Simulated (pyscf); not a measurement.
Single points on ωB97X-D3(BJ)/def2-SVP structures (PySCF, gas phase).

Task: Estimate the classical barrier height and the reaction energy of O=CH–O–Sb(OH)–OH + H₂O → HO–Sb(OH)–OH + O=CH–OH at PBE0-D3(BJ)/def2-TZVP. The step runs on the singlet surface, breaks O–Sb, H–O and forms O–Sb, H–O; take the separated reactants as zero.

Result: ΔE‡ = 0.51 eV, ΔE = +0.19 eV. ωB97M-D3(BJ)/def2-TZVP gives 0.58 eV and +0.17 eV. Zero-point energy shifts the barrier by +0.10 eV. It is a four-centre exchange, with an imaginary mode of 158i cm⁻¹. On the reactant side the descent ends in a complex, 0.26 eV under the separated species and 0.90 eV under the saddle at ωB97X-D3(BJ)/def2-TZVP. On the product side the descent ends in a bound adduct, 0.59 eV under the separated species and 1.00 eV under the saddle at ωB97X-D3(BJ)/def2-TZVP. One saddle was located; it need not be the lowest between these sides. Elements past Kr carry the def2 core potentials, without spin-orbit coupling.
